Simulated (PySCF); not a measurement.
Gas-phase reaction: B₂H₆ + 2 BS ⇌ 4 BH + 2 SH

Computed with PySCF and rigid-rotor harmonic-oscillator thermochemistry at 1 bar. † marks an energy on the PBE0/def2-TZVP geometry and frequencies; other levels use their own. Open shells (unrestricted): BS (multiplicity 2), SH (multiplicity 2); the rest are closed-shell singlets. Spin-orbit splitting is ignored; it lowers the true energy and changes the entropy of SH.

LDA/def2-TZVP† gives ΔH°(298 K) = 1782 kJ.

**Question.** What do PBE0/def2-TZVP, ωB97M-V/def2-TZVP†, BLYP/def2-TZVP† give?

**Answer.** PBE0/def2-TZVP: 1559 kJ; ωB97M-V/def2-TZVP†: 1446 kJ; BLYP/def2-TZVP†: 1456 kJ. For scale, ΔH°(298 K) is 1782 kJ at this level, 1446 kJ at ωB97M-V/def2-TZVP†, and runs from 1208 to 1782 kJ over the 20 levels computed.
